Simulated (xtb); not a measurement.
SiH2, SMILES [SiH2] (connectivity only; charge and spin as stated), neutral, multiplicity 1. All values are semi-empirical tight-binding results from xtb (GFN2-xTB unless named), good for trends rather than for accurate numbers. The structure is a stationary point at GFN2-xTB. The isomer is the one that the SMILES or the coordinates give; other isomers of the formula were not compared.

Optimised geometry:

Bonds (Å): Si1–H2 1.485, Si1–H3 1.485. Angles (°): H2–Si1–H3 97.0.
Charge 0, spin multiplicity 1.

Computed properties:
The point group as xtb finds it comes out as C2v and the orbital gap is 2.17 eV. The dipole moment is 0.41 D, the zero-point energy comes out as 7.2 kcal/mol and the G − E(el) at 298.15 K (modified RRHO) is -5.1 kcal/mol. The static polarisability (D4 model) comes out as 37.6 bohr³. The solvation energy, GFN2-xTB/ALPB(water) comes out as 2.1 kcal/mol and the solvation energy, GFN2-xTB/ALPB(ch2cl2) comes out as 1.1 kcal/mol.

Computed atomic charges:
charges (e) Si1 0.27, H2 -0.13, H3 -0.13.
